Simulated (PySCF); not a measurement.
# The electron affinity along group 13

Calculated with PySCF 2.14 from differences of total energies of unrestricted determinants, without spin-orbit coupling. Values in eV. The last column holds reference values (measured affinities from photodetachment; the arrow runs from anion to atom). Unmarked ones compare directly (S terms, centres of terms, or small fine structure); those marked * lie between the lowest fine-structure levels and include a spin-orbit shift.

| element | configurations | UHF | LDA | PBE0 | SCS-MP2 (valence) | MP2 (valence and next inner shell) | SCS-MP2 (valence and next inner shell) | reference |
| --- | --- | --- | --- | --- | --- | --- | --- | --- |
| B (x2c-QZVPPall with one added diffuse shell each of s, p, d, f type, spin-free X2C) | [He] 2s2 2p2 → [He] 2s2 2p1 | -0.307 | 0.732 | 0.468 | 0.067 | 0.219 | 0.069 | 0.280 |
| Al (x2c-QZVPPall with one added diffuse shell each of s, p, d, f type, spin-free X2C) | [Ne] 3s2 3p2 → [Ne] 3s2 3p1 | 0.008 | 0.633 | 0.524 | 0.264 | 0.350 | 0.252 | 0.433 * |
| Ga (x2c-QZVPPall with one added diffuse shell each of s, p, d, f type, spin-free X2C) | [Ar] 3d10 4s2 4p2 → [Ar] 3d10 4s2 4p1 | -0.064 | 0.579 | 0.415 | 0.157 | 0.257 | 0.147 | 0.301 * |
| In (x2c-QZVPPall with one added diffuse shell each of s, p, d, f type, spin-free X2C) | [Kr] 4d10 5s2 5p2 → [Kr] 4d10 5s2 5p1 | 0.074 | 0.646 | 0.497 | 0.276 | 0.370 | 0.267 | 0.384 * |

The highest occupied level of the anion is positive for B⁻ at LDA, PBE0; Al⁻ at LDA, PBE0; Ga⁻ at LDA, PBE0; In⁻ at LDA, PBE0, so there the basis helps to hold the electron.

"Valence" correlates the outer s and p shells and, in groups 3 to 12 and the f block, the outer d or f shell, open or full, or the next shell where the ion has no valence electron left; the wider scheme adds the next inner shell.
